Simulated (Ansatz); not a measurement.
Input file:

```yaml
crystal:
  periodic: [false, false, false]
  atoms:
    - {symbol: Ge, position_ang: [0.000000, -0.254406, 1.307346]}
    - {symbol: Si, position_ang: [0.000000, 1.579840, -0.232472]}
    - {symbol: Ge, position_ang: [0.000000, -0.398617, -1.218485]}
    - {symbol: H, position_ang: [0.000000, 3.040813, 0.073648]}
basis:
  gaussian: {orbitals: cc-pVDZ}
magnetization: {spin_polarized: false, initial_magnetization: 1}
hamiltonian: {xc: hf}
output: {forces: true, orbitals: {seedname: orbitals}}
```

```sh
$ ansatz run in.yaml --threads 1 --pin off --events-out ev --progress --plain --max-ram 2393MiB
```

The program prints:

```
885 factors; integrals over basis functions are off by at most 1.2e-3 eV
mean field evaluation 1: about -120821.2575 eV, gradient 8.1e0 eV
mean field evaluation 2: about -120821.2639 eV, gradient 8.1e0 eV
mean field evaluation 4: about -120821.7893 eV, gradient 1.7e0 eV
mean field evaluation 8: about -120821.8172 eV, gradient 9.1e-2 eV
mean field evaluation 16: about -120821.6201 eV, gradient 1.4e0 eV
mean field evaluation 32: about -120819.1320 eV, gradient 1.8e1 eV
mean field evaluation 64: about -120821.1511 eV, gradient 5.9e-1 eV
mean field evaluation 96: about -120821.8172 eV, gradient 9.9e-3 eV
mean field -120821.81724835 eV, -4440.1198879078 hartree, gradient 2.0e-5 eV, S^2 0.750000; 3 other end points of the search recorded, 0 dependent functions left out
the calculation of the forces begins
reference -120821.81724835 eV, -4440.1198879078 hartree; 40, 39 occupied and 37, 38 virtual orbitals, 885 factors
Total energy: -120821.81724835 eV, -4440.1198879078 hartree
Atom 0 at     0.000000    -0.254406     1.307346 Å, force     0.000000     0.040121     0.357121 eV/Å
Atom 1 at     0.000000     1.579840    -0.232472 Å, force    -0.000000     0.194432     0.175325 eV/Å
Atom 2 at     0.000000    -0.398617    -1.218485 Å, force    -0.000000    -0.063265    -0.437475 eV/Å
Atom 3 at     0.000000     3.040813     0.073648 Å, force    -0.000000    -0.171289    -0.094971 eV/Å
Dipole moment:     0.000000     0.214158    -0.068017 e Å
```

Forces (eV/Å):
```
Ge   0.000  0.040  0.357
Si   0.000  0.194  0.175
Ge   0.000 -0.063 -0.437
H    0.000 -0.171 -0.095
```

Ran on 1 thread of Arm Neoverse V2, shared host: 7.5 s wall, 0.23 GiB peak host memory.
